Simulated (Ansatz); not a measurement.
```xyz
2

Na   -0.0305   -0.0228   -1.3873
Cl    0.0404   -0.0287    0.9250
```

RHF-MP2 on singlet NaCl was run in several spherical basis sets with Ansatz (development build ahead of 0.2.0). Frozen core: 6 orbitals.

Task: Rank the basis sets by the total energy that they give, lowest first, with the distance from the lowest.
A. def2-TZVP
B. 6-31G
C. 6-31G(d)
D. aug-cc-pVDZ

Result: A (0.00 eV), D (5.49 eV), C (7.27 eV), B (9.91 eV).

Totals follow the description of the cores as much as that of the bonds, so this order isn't one of quality for chemistry.
